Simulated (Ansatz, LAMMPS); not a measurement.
## Ladder of methods for the lattice constant a of bcc K

Reference value: 5.212 Å (measured, low-temperature or extrapolated to 0 K; zero-point anharmonic expansion removed; as tabulated in Csonka et al. (2009), arXiv:0903.4037).

```tsv
level (code)	value (Å)	error (%)
Lennard-Jones uff-vdw (LAMMPS)	4.194	-19.5
LDA (Ansatz)	5.044	-3.22
PBE (Ansatz)	5.284	+1.38
r²SCAN-D4 (Ansatz)	5.330	+2.26
PBE0 (Ansatz)	5.336	+2.38
```

Leaving aside Lennard-Jones uff-vdw, which can be fitted to such values or carry a doubt: The best agreement in this table is that of PBE (+1.38 %). Farthest off: LDA (-3.22 %). Of these only PBE lands within 2 %.

Lennard-Jones uff-vdw: the cell moved over 20 % in volume from its start. Lennard-Jones uff-vdw: this is a force field's van der Waals term alone, without bonds or charges. Lennard-Jones uff-vdw: pair potentials favour close packing, so symmetry can be all that holds this lattice. Cutoffs and k meshes differ between the levels. Ansatz's density-functional and Hartree–Fock values are scalar-relativistic unless marked +SOC, with PAW data made under PBE.

Differences are worked out from the printed values.

Ansatz is a first-principles code.
